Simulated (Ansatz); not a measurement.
# C₃H₉NO: up Jacob's ladder to CCSD(T)

An exercise on one series of results from a longer session: the logs are not shown, and one member is left open.

Computed with Ansatz 0.2.0, Gaussian basis. Level: functionals in def2-TZVPP, the program's frozen cores in correlated methods.

Levels to be run: PBE-D4, r2SCAN-D4, PBE0-D4, B3LYP-D4, ωB97X-V, ωB97M-V, B2PLYP; CCSD(T)/def2-TZVPP; MP2/def2-QZVPP; extrapolation to the limit.

### The geometry

The geometry comes from an earlier relaxation with PBE0-D4 in a triple-zeta def2 set; it is a stationary point, not always the lowest conformer.

14 atoms, charge 0, spin multiplicity 1.

Atoms are counted from 1 here; the program's logs count them from 0.

Bond lengths: C1–N2 1.449 Å, C1–H6 1.091 Å, C1–H7 1.102 Å, C1–H8 1.092 Å, N2–C3 1.448 Å, N2–H9 1.013 Å, C3–C4 1.515 Å, C3–O5 1.405 Å, C3–H10 1.103 Å, C4–H11 1.090 Å, C4–H12 1.092 Å, C4–H13 1.094 Å, O5–H14 0.964 Å. Angles: N2–C1–H6 109.1°, N2–C1–H7 113.9°, N2–C1–H8 110.5°, H6–C1–H7 108.0°, H6–C1–H8 107.2°, H7–C1–H8 107.8°, C1–N2–C3 115.4°, C1–N2–H9 109.7°, C3–N2–H9 107.0°, N2–C3–C4 111.5°, N2–C3–O5 107.9°, N2–C3–H10 112.1°, C4–C3–O5 111.8°, C4–C3–H10 109.0°, O5–C3–H10 104.4°, C3–C4–H11 109.1°, C3–C4–H12 112.0°, C3–C4–H13 110.0° and more.

Geometry (Å):

```xyz
14

C    -1.37900    0.94101   -0.45307
N     0.06906    0.89712   -0.44964
C     0.64901   -0.41952   -0.28627
C     0.27251   -1.03038    1.04792
O     2.04161   -0.29971   -0.43137
H    -1.70594    1.93800   -0.75220
H    -1.84594    0.21060   -1.13409
H    -1.76923    0.75997    0.55016
H     0.42459    1.27163   -1.32152
H     0.34801   -1.10845   -1.09369
H     0.82555   -1.96037    1.18365
H    -0.79400   -1.25618    1.10695
H     0.52555   -0.34177    1.85933
H     2.32530    0.36885    0.20255
```

The first run:

The input, in.yaml:

```yaml
crystal:
  periodic: [false, false, false]
  atoms:
    - {symbol: C, position_ang: [-1.379000, 0.941006, -0.453074]}
    - {symbol: N, position_ang: [0.069055, 0.897124, -0.449639]}
    - {symbol: C, position_ang: [0.649012, -0.419515, -0.286273]}
    - {symbol: C, position_ang: [0.272507, -1.030376, 1.047922]}
    - {symbol: O, position_ang: [2.041611, -0.299706, -0.431373]}
    - {symbol: H, position_ang: [-1.705938, 1.937999, -0.752201]}
    - {symbol: H, position_ang: [-1.845936, 0.210595, -1.134091]}
    - {symbol: H, position_ang: [-1.769227, 0.759968, 0.550163]}
    - {symbol: H, position_ang: [0.424594, 1.271631, -1.321516]}
    - {symbol: H, position_ang: [0.348014, -1.108455, -1.093694]}
    - {symbol: H, position_ang: [0.825552, -1.960371, 1.183655]}
    - {symbol: H, position_ang: [-0.794001, -1.256183, 1.106945]}
    - {symbol: H, position_ang: [0.525552, -0.341766, 1.859328]}
    - {symbol: H, position_ang: [2.325304, 0.368847, 0.202548]}
basis:
  gaussian: {orbitals: def2-TZVPP}
hamiltonian: {xc: pbe, dispersion: d4}
output: {forces: true, orbitals: {seedname: orbitals}}
```

Launch:

```
$ ansatz run in.yaml --threads 4 --pin off --events-out ev --progress --plain --max-ram 10444MiB
```

Steps of the session up to this table: PBE-D4 (GGA); r2SCAN-D4 (meta-GGA); PBE0-D4 (hybrid); B3LYP-D4 (hybrid); ωB97X-V (range-separated); ωB97M-V (range-separated); B2PLYP (double hybrid); CCSD(T) in def2-TZVPP; MP2 in def2-QZVPP.

One of the session's tables, all rows but one given; the rest of the session is left out.

| method | atomisation energy (kcal/mol) |
| --- | --- |
| PBE-D4 | 1300.2 |
| r2SCAN-D4 | 1271.0 |
| PBE0-D4 | 1276.6 |
| B3LYP-D4 | 1273.7 |
| ωB97X-V | 1274.7 |
| ωB97M-V | 1276.3 |
| B2PLYP | 1259.3 |
| HF/def2-TZVPP | 911.0 |
| MP2/def2-TZVPP | 1255.2 |
| CCSD/def2-TZVPP | 1222.8 |
| CCSD(T)/def2-TZVPP | 1240.2 |
| MP2/CBS | 1287.4 |
| CCSD(T)/CBS | ? |

Q: Estimate the row for CCSD(T)/CBS from the others.

As computed: atomisation energy (kcal/mol): 1272.4. In the column «atomisation energy (kcal/mol)» it lies between r2SCAN-D4 (1271.0) and B3LYP-D4 (1273.7).

Limits of these values: Free atoms (3 C, 1 N, 1 O, 9 H) were run apart at each level; the atomisation energy is their sum less the molecule, without zero-point or spin-orbit terms.
